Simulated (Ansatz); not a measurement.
Fluorite SrCl₂ was calculated with r²SCAN (PAW; Ansatz, a first-principles code).

Numerical settings: plane-wave cutoff 560 eV, 8×8×8 k mesh, Fermi–Dirac smearing 0.01 eV, scalar-relativistic PAW data made under PBE.

Energies at three volumes about the minimum:

```tsv
V (Å³/atom)	E − E_lowest (meV/atom)
27.945	1.38
28.515	0.00
29.085	1.29
```

Q: Fit a parabola by hand: where is the minimum, what lattice constant follows, and what is the bulk modulus?

A: Slopes: (0.00 − 1.38)/(28.515 − 27.945) = -2.421 and (1.29 − 0.00)/(29.085 − 28.515) = 2.263 meV/Å³. Curvature E″ = 2 × (2.263 − (-2.421))/(29.085 − 27.945) = 8.218 meV/Å⁶. From the middle of the first interval, the slope vanishes at V0 = 28.2300 − (-2.421)/8.218 = 28.525 Å³/atom. B = V0 E″ = 28.525 × 8.218 meV/Å³ × 0.1602 GPa per meV/Å³ = 37.6 GPa. With 12 atoms in the cube, a = (12 × 28.525)^(1/3) = 6.995 Å. The full Birch–Murnaghan fit to all volumes gives V0 = 28.515 Å³/atom and B0 = 37.5 GPa.

Measured, for comparison: bulk modulus 34.3 GPa (temperature not stated, not corrected to a static lattice, from elastic constants; as tabulated in Kanchana et al., Calculated structural, elastic and electronic properties of …); lattice constant a 6.974 Å (room temperature, not corrected to a static lattice; as tabulated in Kanchana et al., Calculated structural, elastic and electronic properties of …). Computed less measured: bulk modulus +9 % (against room or unstated temperature, where such soft solids are markedly softer).
